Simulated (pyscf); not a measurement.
`[CH3][Al]([OH])[OH]` + `[H]` [doublet] → `[CH2][Al]([OH])[OH]` [doublet] + `[H][H]` (hydrogen abstraction; doublet surface; C–H broken, H–H formed). Single points on ωB97X-D3(BJ)/def2-SVP structures (PySCF, gas phase). Rate constants from transition-state theory, ωB97M-D3(BJ)/def2-TZVP energies (ideal gas, 1 atm, RRHO with modes under 100 cm⁻¹ raised to 100, one conformer, R ln 2 for chiral ones without a mode under 150 cm⁻¹; no tunnelling), k in cm³ molecule⁻¹ s⁻¹.

```json
[
 {"T (K)": "298", "1000/T": "3.354", "log10 k": "-17.51"},
 {"T (K)": "600", "1000/T": "1.667", "log10 k": "-14.05"},
 {"T (K)": "900", "1000/T": "1.111", "log10 k": "-12.79"},
 {"T (K)": "1200", "1000/T": "0.833", "log10 k": "?"}
]
```

Q: Fit an Arrhenius line to the three values, give the activation energy, and predict k at 1200 K.

A: Least squares gives log10 k = -10.51 − 2.09 × 1000/T, so Ea = 2.09 × ln 10 × 1.987 = 9.6 kcal/mol, against an electronic barrier of 10.3. At 1200 K the line gives -12.25; the computed value is -12.08 (ΔG‡ = 36.7 kcal/mol), a factor 1.5 over the line, since the plot is curved. One saddle was located; it need not be the lowest between these sides. The angle at the transferred H is 172°.
